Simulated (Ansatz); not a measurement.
A run of Ansatz (development build ahead of 0.2.0) on doublet CH₄O(+) at this shape:

```xyz
6

C    -0.0550   -0.4194    0.4930
O     0.1238    0.5372   -0.5097
H     0.5342   -0.1032    1.3668
H    -1.1078   -0.5155    0.8251
H     0.3014   -1.4285    0.2053
H    -0.3888    0.2667   -1.2770
```

Its results:

- Converged: yes
- Total energy: -115.10695 hartree
- Spin squared of the determinant: 0.754
- Stability test: minimum

Forces (eV/Å):
```
atom      Fx      Fy      Fz
  C1   1.520   1.765   0.851
  O2   0.085  -1.124   1.849
  H3   0.024   0.125  -0.129
  H4  -0.684  -0.196  -0.485
  H5  -0.259  -0.471  -0.672
  H6  -0.686  -0.099  -1.415
```

**Question.** Which input gives this output? Name the method, the orbitals and the basis set, and write the input.

**Answer.** PBE0 (unrestricted) in def2-SVP.

```yaml
crystal:
  periodic: [false, false, false]
  atoms:
    - { symbol: C, position_ang: [-0.055, -0.4194, 0.493] }
    - { symbol: O, position_ang: [0.1238, 0.5372, -0.5097] }
    - { symbol: H, position_ang: [0.5342, -0.1032, 1.3668] }
    - { symbol: H, position_ang: [-1.1078, -0.5155, 0.8251] }
    - { symbol: H, position_ang: [0.3014, -1.4285, 0.2053] }
    - { symbol: H, position_ang: [-0.3888, 0.2667, -1.277] }
basis:
  gaussian: { orbitals: def2-SVP }
total_charge: 1
magnetization:
  spin_polarized: true
  initial_magnetization: 1
hamiltonian:
  xc: pbe0
output:
  forces: true
```
